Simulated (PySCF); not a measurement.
# C₃H₃F₃: electronic excitations and core binding energies

Aim: predict the electronic excitations and core binding energies of C₃H₃F₃ (`C=C(F)C(F)F`).

Programs: PySCF 2.14.0, with density-fitted response routines of our own. Each step states its level of theory. These are calculated values for one molecule in the gas phase, unless marked as measured. Atoms are numbered from 0 throughout.

**1. The molecule as given**

9 atoms, charge 0, multiplicity 1; geometry from: GFN2-xTB.

Bonds of the start (Å): C0–C1 1.32, C1–F2 1.35, C1–C3 1.51, C3–F4 1.35, C3–F5 1.36, C0–H6 1.07, C0–H7 1.07, C3–H8 1.10.

**2. Ultraviolet spectrum: CAM-B3LYP/def2-SVPD**

The job: settings as JSON, then the geometry in Å.

```
{"job": {"kind": "uv", "xc": "CAM-B3LYP", "basis": "def2-SVPD", "nstates": 8, "ntriplets": 3}, "charge": 0, "multiplicity": 1}
C     -1.362814    -0.131872    -0.307290
C     -0.277529     0.477745     0.125797
F     -0.306850     1.737093     0.602696
C      1.107800    -0.120400     0.150338
F      1.445700    -0.594013    -1.073015
F      1.159167    -1.186105     0.987286
H     -1.300945    -1.136554    -0.682357
H     -2.321474     0.353817    -0.296659
H      1.870508     0.606282     0.468024
```

With the program's defaults for keys left out, this is: TDDFT CAM-B3LYP/def2-SVPD, vertical, gas phase, core orbitals frozen in the response.

The run is started by

```sh
OMP_NUM_THREADS=1 python probes_run.py task.json out
```

The driver reads the jobs from task.json and runs them one after another.

Output:

```text
coarse grid: 8376 points
cycle   1  E = -415.0154570041  dE =  8.718e-01  |g| = 8.212e-01  |ddm| = 4.018e+00
cycle   2  E = -414.9486675583  dE =  6.679e-02  |g| = 1.077e+00  |ddm| = 1.610e+00
cycle   3  E = -415.1413638583  dE = -1.927e-01  |g| = 5.083e-02  |ddm| = 8.976e-01
cycle   4  E = -415.1418184620  dE = -4.546e-04  |g| = 2.077e-02  |ddm| = 8.054e-02
cycle   5  E = -415.1419085364  dE = -9.007e-05  |g| = 4.596e-03  |ddm| = 3.351e-02
cycle   6  E = -415.1419136061  dE = -5.070e-06  |g| = 1.154e-03  |ddm| = 8.921e-03
final grid: 84552 points
cycle   7  E = -415.2002973407  dE = -2.304e-05  |g| = 4.482e-03  |ddm| = 5.412e-02
cycle   8  E = -415.2002958921  dE =  1.449e-06  |g| = 5.582e-03  |ddm| = 9.326e-03
cycle   9  E = -415.2003008794  dE = -4.987e-06  |g| = 2.667e-04  |ddm| = 3.991e-03
cycle  10  E = -415.2003008929  dE = -1.348e-08  |g| = 1.261e-04  |ddm| = 4.739e-04
cycle  11  E = -415.2003008964  dE = -3.546e-09  |g| = 3.678e-05  |ddm| = 1.899e-04
cycle  12  E = -415.2003008967  dE = -2.942e-10  |g| = 7.764e-06  |ddm| = 4.932e-05
converged SCF energy = -415.2003008967

Static polarisability (au): isotropic 39.703, principal 32.412 38.308 48.388

Singlet excitations
state   eV       nm        f      main configurations
  1   7.2416    171.2   0.30727   H->L 0.97
  2   7.9436    156.1   0.03743   H->L+1 0.67, H->L+2 0.15, H->L+3 0.09
  3   8.0409    154.2   0.00180   H-1->L 0.89
  4   8.2638    150.0   0.00214   H->L+3 0.51, H->L+1 0.19, H->L+4 0.13
  5   8.8607    139.9   0.00119   H->L+2 0.71, H->L+3 0.21
  6   9.2927    133.4   0.00003   H->L+4 0.53, H->L+6 0.16, H->L+3 0.11
  7   9.4555    131.1   0.00011   H-4->L 0.55, H-2->L 0.34
  8   9.7763    126.8   0.03064   H->L+5 0.79, H-1->L+1 0.08

Triplet excitations (Tamm-Dancoff, eV): 4.1847 7.6189 7.6564
```

Run time: 34 s. Hardware: 1 thread of Arm Neoverse N1, shared host; peak memory 0.64 GiB.

Frontier orbitals and where they lie:

| orbital | eV | atoms |
| --- | --- | --- |
| HOMO−3 | -13.48 | F5 49 %, F4 46 % |
| HOMO−2 | -13.31 | F2 37 %, F5 19 %, F4 18 % |
| HOMO−1 | -11.83 | F5 21 %, F4 20 %, C3 20 % |
| HOMO | -9.72 | C0 38 %, C1 32 %, F2 16 % |
| LUMO | 0.32 | C1 31 %, C0 31 %, C3 7 % |
| LUMO+1 | 1.36 | C0 23 %, C3 20 %, C1 14 % |
| LUMO+2 | 1.95 | H8 19 %, C0 18 %, C3 14 % |

With each of the 8 states as a Gaussian band of 0.4 eV half-width at 1/e, the curve within the window shown has maxima at 171 nm (ε 13,000), 127 nm (ε 1,200) L/(mol cm). Beyond the last state computed it falls off for lack of states. The curve at chosen wavelengths:

```tsv
nm	ε (L/mol/cm)
123	707
126	1215
128	1179
131	677
133	354
136	116
138	75
141	85
143	134
146	340
148	606
151	1163
153	1567
156	2193
158	2792
161	4459
163	6234
166	9437
168	11286
171	12513
173	12026
176	9727
178	7680
181	4731
183	3162
186	1549
```

Leading natural transition orbitals of singlet state 1: the hole lies on C0, C1 about 33 % each; F2 17 %; the particle on C1 27 %; C0 20 %; H7 13 %.

Ground-state properties from the same run:

| property | computed |
| --- | --- |
| dipole moment (D) | 0.95 |
| polarisability (Å³) | 5.88 |
| HOMO–LUMO gap (eV) | 10.05 |
| −ε(HOMO) (eV) | 9.72 |

The fields below are evaluated on a grid from the run's orbitals.

Frontier orbitals at CAM-B3LYP/def2-SVPD, with the share of their density that lies nearest to each atom:

| orbital | energy (eV) | lies on |
| --- | --- | --- |
| HOMO | -9.72 | C0, C1 about 35 % each; F2 14 % |
| LUMO | 0.32 | C0, C1 about 27 % each; H6, H7 about 10 % each; C3 7 % |

ELF in a plane through or near 7 of the atoms.

Values, 10 rows by 14 columns:
```
0.00 0.00 0.00 0.00 0.00 0.00 0.00 0.00 0.00 0.00 0.00 0.00 0.00 0.00
0.00 0.00 0.00 0.00 0.00 0.00 0.00 0.02 0.01 0.00 0.00 0.00 0.00 0.00
0.00 0.00 0.00 0.00 0.00 0.01 0.45 0.74 0.65 0.22 0.00 0.00 0.00 0.00
0.00 0.00 0.00 0.56 0.95 0.06 0.47 0.40 0.84 0.16 0.01 0.02 0.00 0.00
0.00 0.00 0.02 0.97 1.00 0.93 0.78 0.37 0.56 0.47 0.99 0.98 0.07 0.00
0.00 0.00 0.00 0.02 0.34 0.37 0.67 0.40 0.59 0.43 0.98 0.96 0.09 0.00
0.00 0.00 0.00 0.00 0.04 0.09 0.05 0.04 0.98 0.99 0.36 0.03 0.00 0.00
0.00 0.00 0.00 0.00 0.01 0.02 0.01 0.02 0.94 0.98 0.34 0.00 0.00 0.00
0.00 0.00 0.00 0.00 0.00 0.00 0.00 0.00 0.01 0.01 0.00 0.00 0.00 0.00
0.00 0.00 0.00 0.00 0.00 0.00 0.00 0.00 0.00 0.00 0.00 0.00 0.00 0.00
```
The map spans 9.9 Å across and 8.9 Å up, centred on the molecule. Atoms in the plane (x, y in Å): C0 (1.4, -0.2), C1 (0.3, 0.5), F2 (0.3, 1.8), C3 (-1.1, 0.0), H6 (1.3, -1.3), H7 (2.4, 0.2), H8 (-1.9, 0.8).

On the surface of density 0.002 e/bohr³ the electrostatic potential runs, from the 1st to the 99th percentile, from -0.66 V near F5 to 1.39 V near H8.

**3. X-ray photoelectron lines: SCAN, X2C**

Settings changed since step 2:

```diff
@@ -1,2 +1,2 @@
-{"job": {"kind": "uv", "xc": "CAM-B3LYP", "basis": "def2-SVPD", "nstates": 8, "ntriplets": 3}, "charge": 0, "multiplicity": 1}
+{"job": {"kind": "xps"}, "charge": 0, "multiplicity": 1}
 C     -1.362814    -0.131872    -0.307290
```

With the program's defaults for keys left out, this is: delta-SCF UKS SCAN, pcX-2 on the ionised atom, pcseg-1 elsewhere, spin-free X2C.

Output:

```text
ground state, core basis on atom 0 (C), 130 functions
  cycle   1  E = -415.63435435  |g| = 7.48e-01
  cycle   2  E = -415.41494009  |g| = 1.32e+00
  cycle   3  E = -415.72600054  |g| = 1.47e-01
  cycle   4  E = -415.73039720  |g| = 7.50e-02
  cycle   5  E = -415.73160394  |g| = 2.69e-02
  cycle   6  E = -415.73176398  |g| = 3.96e-03
  cycle   7  E = -415.73176573  |g| = 2.11e-03
  cycle   8  E = -415.73176743  |g| = 7.81e-04
  cycle   9  E = -415.73176741  |g| = 2.27e-04
  E(ground) = -415.72631424 Eh
hole in C 1s of atom 0
  cycle   1  E = -404.46674697  |g| = 1.50e+00
  cycle   2  E = -403.77520955  |g| = 1.83e+00
  cycle   3  E = -404.91344475  |g| = 5.55e-01
  cycle   4  E = -404.98668569  |g| = 3.63e-01
  cycle   5  E = -405.02783802  |g| = 9.22e-02
  cycle   6  E = -405.03074994  |g| = 3.15e-02
  cycle   7  E = -405.03123656  |g| = 8.24e-03
  cycle   8  E = -405.03128952  |g| = 5.83e-03
  cycle   9  E = -405.03131608  |g| = 2.93e-03
  cycle  10  E = -405.03132670  |g| = 2.09e-03
  cycle  11  E = -405.03133086  |g| = 4.07e-04
  E(ion) = -405.02634218 Eh   <S^2> = 0.7888   hole on atom = 1.000   binding energy = 291.161 eV
ground state, core basis on atom 1 (C), 130 functions
  cycle   1  E = -415.73638194  |g| = 6.02e-02
  cycle   2  E = -415.73610428  |g| = 4.08e-02
  cycle   3  E = -415.73602347  |g| = 4.46e-02
  cycle   4  E = -415.73650382  |g| = 5.23e-03
  cycle   5  E = -415.73650669  |g| = 1.70e-03
  cycle   6  E = -415.73650583  |g| = 2.79e-04
  E(ground) = -415.73145755 Eh
hole in C 1s of atom 1
  cycle   1  E = -404.38060003  |g| = 1.51e+00
  cycle   2  E = -403.22011474  |g| = 2.19e+00
  cycle   3  E = -404.83083842  |g| = 5.31e-01
  cycle   4  E = -404.90967141  |g| = 2.77e-01
  cycle   5  E = -404.93778618  |g| = 8.56e-02
  cycle   6  E = -404.93998449  |g| = 3.56e-02
  cycle   7  E = -404.94044092  |g| = 1.21e-02
  cycle   8  E = -404.94052720  |g| = 7.73e-03
  cycle   9  E = -404.94058802  |g| = 4.33e-03
  cycle  10  E = -404.94062424  |g| = 2.57e-03
  cycle  11  E = -404.94064648  |g| = 1.61e-03
  cycle  12  E = -404.94065177  |g| = 7.38e-04
  cycle  13  E = -404.94065310  |g| = 5.42e-04
  cycle  14  E = -404.94065208  |g| = 9.01e-05
  E(ion) = -404.93669231 Eh   <S^2> = 0.8123   hole on atom = 1.000   binding energy = 293.741 eV
ground state, core basis on atom 2 (F), 130 functions
  cycle   1  E = -415.77496501  |g| = 1.18e-01
  cycle   2  E = -415.77409528  |g| = 8.20e-02
  cycle   3  E = -415.77406030  |g| = 8.03e-02
  cycle   4  E = -415.77519482  |g| = 1.10e-02
  cycle   5  E = -415.77522516  |g| = 7.86e-04
  cycle   6  E = -415.77522561  |g| = 2.79e-04
  E(ground) = -415.77111505 Eh
hole in F 1s of atom 2
  cycle   1  E = -389.38315561  |g| = 2.58e+00
  cycle   2  E = -389.00726377  |g| = 2.29e+00
  cycle   3  E = -390.00789522  |g| = 7.27e-01
  cycle   4  E = -390.11459869  |g| = 5.61e-01
  cycle   5  E = -390.27403052  |g| = 5.92e-02
  cycle   6  E = -390.27531914  |g| = 2.78e-02
  cycle   7  E = -390.27567256  |g| = 5.88e-03
  cycle   8  E = -390.27568573  |g| = 3.97e-03
  cycle   9  E = -390.27569337  |g| = 1.38e-03
  cycle  10  E = -390.27569589  |g| = 9.28e-04
  cycle  11  E = -390.27569891  |g| = 7.67e-04
  cycle  12  E = -390.27570288  |g| = 5.70e-04
  cycle  13  E = -390.27570349  |g| = 3.29e-04
  E(ion) = -390.27915309 Eh   <S^2> = 0.7588   hole on atom = 1.000   binding energy = 693.672 eV
ground state, core basis on atom 3 (C), 130 functions
  cycle   1  E = -415.73745472  |g| = 9.55e-02
  cycle   2  E = -415.73543115  |g| = 1.36e-01
  cycle   3  E = -415.73826951  |g| = 2.26e-02
  cycle   4  E = -415.73832898  |g| = 1.19e-02
  cycle   5  E = -415.73836606  |g| = 2.20e-03
  cycle   6  E = -415.73836644  |g| = 4.22e-04
  E(ground) = -415.73157290 Eh
hole in C 1s of atom 3
  cycle   1  E = -404.30854975  |g| = 1.50e+00
  cycle   2  E = -401.77964791  |g| = 2.68e+00
  cycle   3  E = -404.67753746  |g| = 6.19e-01
  cycle   4  E = -404.79822683  |g| = 3.71e-01
  cycle   5  E = -404.84015571  |g| = 1.28e-01
  cycle   6  E = -404.84515577  |g| = 3.66e-02
  cycle   7  E = -404.84562801  |g| = 1.95e-02
  cycle   8  E = -404.84578985  |g| = 7.44e-03
  cycle   9  E = -404.84582329  |g| = 2.73e-03
  cycle  10  E = -404.84582691  |g| = 1.79e-03
  cycle  11  E = -404.84582894  |g| = 7.86e-04
  cycle  12  E = -404.84583018  |g| = 6.58e-04
  cycle  13  E = -404.84583090  |g| = 4.38e-04
  E(ion) = -404.84125930 Eh   <S^2> = 0.7724   hole on atom = 1.000   binding energy = 296.341 eV
ground state, core basis on atom 4 (F), 130 functions
  cycle   1  E = -415.77420147  |g| = 1.18e-01
  cycle   2  E = -415.77380821  |g| = 6.46e-02
  cycle   3  E = -415.77373047  |g| = 6.78e-02
  cycle   4  E = -415.77438924  |g| = 8.11e-03
  cycle   5  E = -415.77440771  |g| = 1.67e-03
  cycle   6  E = -415.77440760  |g| = 4.45e-04
  E(ground) = -415.77035281 Eh
hole in F 1s of atom 4
  cycle   1  E = -389.39478943  |g| = 2.58e+00
  cycle   2  E = -388.78335929  |g| = 2.38e+00
  cycle   3  E = -390.03816182  |g| = 7.29e-01
  cycle   4  E = -390.18722260  |g| = 4.57e-01
  cycle   5  E = -390.26549391  |g| = 1.64e-01
  cycle   6  E = -390.27730030  |g| = 5.99e-02
  cycle   7  E = -390.27855960  |g| = 2.54e-02
  cycle   8  E = -390.27882323  |g| = 5.04e-03
  cycle   9  E = -390.27883491  |g| = 1.76e-03
  cycle  10  E = -390.27883641  |g| = 1.01e-03
  cycle  11  E = -390.27883632  |g| = 2.84e-04
  E(ion) = -390.28165930 Eh   <S^2> = 0.7572   hole on atom = 1.000   binding energy = 693.583 eV
```

Wall time 60 s (1 thread of Arm Neoverse N1, shared host); peak memory 0.52 GiB.

The holes in one table. −ε is the ground-state orbital energy:

| hole | stands for | environment | ΔSCF (eV) | −ε (eV) | ⟨S²⟩ |
| --- | --- | --- | --- | --- | --- |
| C1s on C0 | C0 | terminal =CH2 carbon | 291.16 | 274.2 | 0.789 |
| C1s on C1 | C1 | fully substituted alkene carbon | 293.74 | 276.6 | 0.812 |
| F1s on F2 | F2 | vinylic fluorine | 693.67 | 667.8 | 0.759 |
| C1s on C3 | C3 | allylic sp3 CH bonded to 2 F | 296.34 | 278.7 | 0.772 |
| F1s on F4 | F4, F5 | fluorine of a CF2 group | 693.58 | 667.4 | 0.757 |

Each hole run stands for the others of its class of like atoms.

**4. What came out**

| quantity | value |
| --- | --- |
| lowest singlet (CAM-B3LYP/def2-SVPD) | 7.24 eV (171 nm), f = 0.307 |
| lowest triplet | 4.18 eV |
| surface potential, 1st and 99th percentile | -0.66 V and 1.39 V |
| C1s binding energies, SCAN/pcX-2 | C3 296.34, C1 293.74, C0 291.16 eV |
| F1s binding energies, SCAN/pcX-2 | F2 693.67, F4 693.58 eV |

The first singlet state (HOMO→LUMO 0.97) lies at 7.24 eV and is bright. The lowest triplet lies 3.06 eV below the lowest singlet (triplets in Tamm-Dancoff, singlets in full TDDFT). C3 (allylic sp3 CH bonded to 2 F) binds its C1s electron 5.18 eV more tightly than C0 (terminal =CH2 carbon). F2 (vinylic fluorine) binds its F1s electron 0.09 eV more tightly than F4 (fluorine of a CF2 group).
